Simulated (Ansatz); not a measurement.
Z-matrix (Å, degrees):
```
Si
F 1 1.573
F 1 1.573 2 108.3
F 1 1.573 2 108.3 3 117.1
H 1 1.461 2 110.7 3 -121.4
```

Charge 0, multiplicity 1.

(1) List the PBE/def2-TZVPP orbital energies in eV (Ansatz 0.2.0). (Best estimate.)

Results:

(1) Computed: Occupied: -1782.31, -660.64, -660.64, -660.64, -139.80, -96.58, -96.58, -96.49, -30.93, -30.21, -30.21, -14.66, -12.67, -12.67, -12.28, -11.29, -11.29, -10.66, -10.66, -10.20, -9.55. Lowest empty: 0.14, 0.14, 0.38, 2.19, 3.35, 4.76, 4.76, 5.34.
